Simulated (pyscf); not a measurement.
H₃C–Br (SMILES CBr) + F–C:–F (SMILES F[C]F) [singlet] -> F–CH(F)–CH₂–Br (SMILES FC(F)CBr) (insertion; singlet surface; C–H broken, C–C, C–H formed). Structures and frequencies: ωB97X-D3(BJ)/def2-SVP in PySCF. Energies in kJ/mol from the separated reactants.

```tsv
level	barrier	reaction energy
ωB97X-D3(BJ)/def2-TZVP	159.4	-249.8
PBE/def2-TZVP	?	?
PBE0-D3(BJ)/def2-TZVP	?	-265.2
M06-2X/def2-TZVP	149.1	-254.7
ωB97M-D3(BJ)/def2-TZVP	160.1	-237.0
HF/def2-TZVP	257.0	-215.3
```

### Question
What belongs in the gaps?

### Answer

- PBE/def2-TZVP, barrier: 102.5
- PBE/def2-TZVP, reaction energy: -245.1
- PBE0-D3(BJ)/def2-TZVP, barrier: 121.8

The functionals in the table span 57.6 kJ/mol in this barrier, from PBE to ωB97M-D3(BJ). One saddle was located; it need not be the lowest between these sides. Elements up to Kr have no core potential and no relativistic terms here.
